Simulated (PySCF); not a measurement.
NaCl, SMILES [Cl][Na].

Coordinates come from a B3LYP-D3(BJ)/def2-TZVPD optimisation.

Vertical ionisation energy (IE) and electron affinity (EA) in eV. Rows of orbital energies are one-electron estimates. Where ΔSCF, EOM or ADC give a negative EA the extra electron is unbound and the value depends on the basis.

```csv
level,IE,EA
"−ε(HOMO), −ε(LUMO), CAM-B3LYP/def2-TZVPD (PySCF)",[?],[?]
"−ε(HOMO), −ε(LUMO), HF/def2-TZVPD (PySCF)",9.62,0.50
```

Q: What belongs in the gaps? (An estimate is asked for; the answer gives what the named calculation found.)

A: 
- −ε(HOMO), −ε(LUMO), CAM-B3LYP/def2-TZVPD (PySCF), IE: 7.93
- −ε(HOMO), −ε(LUMO), CAM-B3LYP/def2-TZVPD (PySCF), EA: 1.29
